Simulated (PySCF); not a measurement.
How methods differ on the ionisation energy of Li

Li [He] 2s1 (2S) → Li⁺ 1s2 (1S), as a difference of total energies. All numbers are calculated (PySCF 2.14, scalar relativity by spin-free X2C-1e, in jorge-DZP-DKH). The calculations carry no spin-orbit coupling.

| method | ionisation energy (eV) | error (eV) |
| --- | --- | --- |
| UHF | 5.333 | -0.059 |
| PBE0 | 5.565 | +0.173 |
| M06-2X | 5.397 | +0.005 |

Reference: 5.392 eV (measured; NIST Atomic Spectra Database, ionization energies).
